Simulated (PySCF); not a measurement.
These compounds are isomers of formula C4H4O.

A. `InChI=1S/C4H4O/c1-3-4(2)5/h1H,2H3`
B. 2-cyclobutene-1-one (SMILES O=C1C=CC1)
C. `InChI=1S/C4H4O/c1-2-3-4-5/h4H,1H3`

Spectrum 1. ¹H NMR (500 MHz, computed): δ 2.94 (s, 1H), 2.29 (s, 3H). ¹³C{¹H} NMR (computed): δ 185.6 (C), 83.4 (CH), 83.1 (C), 35.2 (CH3).

Spectrum 2. ¹H NMR (500 MHz, computed): δ 9.20 (q, J = 1.3 Hz, 1H), 2.12 (d, J = 1.3 Hz, 3H). ¹³C{¹H} NMR (computed): δ 178.9 (CH), 99.3 (C), 85.1 (C), 5.1 (CH3).

Spectrum 3. ¹H NMR (500 MHz, computed): δ 8.35 (dt, J = 3.2, 1.5 Hz, 1H), 6.29 (dt, J = 3.2, 1.6 Hz, 1H), 3.23 (t, J = 1.5 Hz, 2H). ¹³C{¹H} NMR (computed): δ 188.2 (C), 173.1 (CH), 149.7 (CH), 52.3 (CH2).

PySCF calculation with J couplings at B3LYP/pcJ-1, structure optimised with PBE0-D3(BJ)/def2-SVP and PBE0/pcSseg-1 with gauge-including orbitals; gas phase, non-relativistic Hamiltonian, one computed conformer, equivalent nuclei averaged.

References, each an isolated molecule treated in the same way: TMS for ¹H, ¹³C. Multiplet labels drop J under 1 Hz and among equivalent protons, and merge close values. Unscaled 3J(H,H) run several per cent high. Shifts are as computed. Against solution values, carbons near 30 ppm lie about +2 ppm off and those near 130 ppm about +5 ppm. Of 1211 compounds with measured shifts, 218 miss one by over three times the rms of a fit or turn the order of signals round; such compounds aren't used in these exercises.

Match each spectrum to its structure.

## Answers

1–A, 2–C, 3–B.

- Spectrum 1 (A): 4 ¹³C signals; δC 83.4 is a terminal alkyne carbon; δC 83.1 is an alkyne carbon.
- Spectrum 2 (C): 4 ¹³C signals; δC 178.9 is an aldehyde carbonyl carbon; δC 99.3 is an alkyne carbon.
- Spectrum 3 (B): 4 ¹³C signals; δC 188.2 is a ketone carbonyl carbon; δC 173.1 is a β carbon of a C=C–C=O unit.
